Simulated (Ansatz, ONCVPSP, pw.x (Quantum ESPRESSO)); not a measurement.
**molybdenum (Mo): one change to the ONCV potential, in the atom and in the bcc crystal**

* Element: molybdenum (Mo)
* Generator: ONCVPSP 4.0.1.1 (patched build)
* Type: optimised norm-conserving Vanderbilt (ONCV)
* Functional: PBE
* Relativity: scalar-relativistic
* Frozen core: [Ar] 3d10
* Valence charge: 14
* Reference configuration: 4s2 4p6 4d5 5s1
* Partial waves: 4s+5s: rc 1.90 bohr, ncon 4, nbas 8, qcut 7.2 1/bohr, 2 projectors; 4p: rc 1.50 bohr, ncon 4, nbas 9, qcut 10.7 1/bohr, 2 projectors, debl 3.6 Ha; 4d: rc 2.70 bohr, ncon 3, nbas 8, qcut 6.4 1/bohr, 2 projectors, debl 3.7 Ha
* Local potential: polynomial inside 1.50 bohr (lpopt 5, dvloc0 3 Ha)
* Core correction: polynomial model core, fcfact 0.55

Change: p: nproj 1.

Cutoffs, loose and tight: the cutoffs (Ha) at which the residual kinetic energy of the hardest occupied pseudo-wave falls to 1 and 0.1 mHa per electron. They do not see the model core or the augmentation charge, which bear on the density cutoff. Test errors are all-electron minus pseudo excitation energies from the reference, over the configurations 4s2 4p6 4d5 5s0; 4s2 4p6 4d4 5s0; 4s2 4p6 4d3 5s0; 4s2 4p6 4d4 5s1 5p1; variants that change the core or the reference have their own tests.

Crystal test: bcc Mo in pw.x 7.5, no spin, 15³ k-points, Fermi–Dirac smearing 0.01 Ry, cutoffs set for each file from its atomic test. The reference is all-electron LAPW (Ansatz 0.2.0) with the same functional, mesh and smearing; V0 and B0 come from Birch–Murnaghan fits to the pressures at five volumes. Errors are pseudo minus all-electron; Δ is the rms difference of the E(V) curves that follow from these fits, minima aligned, over ±6 % about the mean V0. Mesh and smearing are coarse, so the numbers serve the comparison and aren't converged zero-temperature values; the lattice is a test structure that the element need not adopt.

All-electron: a0 = 3.162 Å (V0 = 15.80 Å³/atom), B0 = 259.2 GPa.

Does the change bring the crystal closer to the all-electron result?

The mean pressure error goes from +2.18 to +1.18 GPa, so the change moves the solid closer to the all-electron pressures. At 80 % of its cutoff the pressure of the changed file moves by -1.76 GPa.

```csv
quantity,base,changed
outcome (atom),generated,generated
"cutoff, loose (atom)",32 Ha,32 Ha
"cutoff, tight (atom)",39 Ha,39 Ha
bound ghosts (atom),none,none
largest test error (meV) (atom),+63,+64
cutoffs in pw.x (Ry),95/380,95/380
a0 (Å),3.170,3.166
a0 error (%),+0.28,+0.15
B0 error (%),-0.6,+0.5
Δ (meV/atom),7.4,4.0
mean pressure error (GPa),+2.18,+1.18
```

Base: The largest radius (2.70 bohr) exceeds half the bond length (2.59 bohr), so the spheres overlap, which is one possible source of error among others. Changed file: The largest radius (2.70 bohr) exceeds half the bond length (2.59 bohr), so the spheres overlap, which is one possible source of error among others.
